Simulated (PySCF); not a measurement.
cyclopropanecarboxylic acid, C₄H₆O₂, SMILES O=C(O)C1CC1, point group Cs.

Level: PBE0/pcSseg-1 in PySCF (density fitting, grid level 2); geometry and Hessian at that level, cubic constants and property derivatives from steps of ±0.6 along each species' dimensionless normal coordinates, second-order vibrational perturbation theory. The parent has the commonest isotopes.

Equilibrium geometry (Å):

```
atom        x        y        z
  O1   1.9301  -1.4319  -0.7468
  C2   1.2287  -0.5931  -0.2416
  O3   1.7268   0.3726   0.5596
  C4  -0.2342  -0.4990  -0.4176
  C5  -1.1137  -0.0257   0.7169
  C6  -0.9152   0.8497  -0.4651
  H7   2.6842   0.2151   0.6033
  H8  -0.6163  -1.2838  -1.0631
  H9  -0.6156   0.2492   1.6428
 H10  -2.0642  -0.5391   0.8395
 H11  -1.7246   0.9586  -1.1827
 H12  -0.2812   1.7246  -0.3492
```

(1) Give the equilibrium and ground-state rotational constants (MHz) of parent; ²H at 10.

(2) How is the parent's vibrational correction B0 − Be made up?

(3) And its quartic centrifugal distortion constants from the harmonic force field?

A mode lies under 250 cm⁻¹, where this perturbation treatment is rough. Internal rotors are held in one well.

Results:

(1) 
```tsv
species	Ae	Be	Ce	A0	B0	C0	Δ0 (u Å²)	harmonic ZPE (cm⁻¹)
parent	7539.3	2790.2	2419	7467.7	2771.6	2402.2	-39.635	21381
²H at 10	7333.7	2684.1	2351.6	7264.8	2666.3	2335.1	-42.682	20664
```

Δ0 = Ic − Ia − Ib from the ground-state constants.

(2) 
```tsv
axis	harmonic	Coriolis	cubic	total (MHz)
a	9.91	-20.4	-61.1	-71.6
b	2.77	-2.19	-19.3	-18.7
c	1.78	-1.11	-17.5	-16.9
```

(3) Asymmetric top, A reduction, Ir representation: ΔJ = 0.398 kHz, ΔJK = 2.79 kHz, ΔK = -0.458 kHz, δJ = 0.0514 kHz, δK = -8.09 kHz.
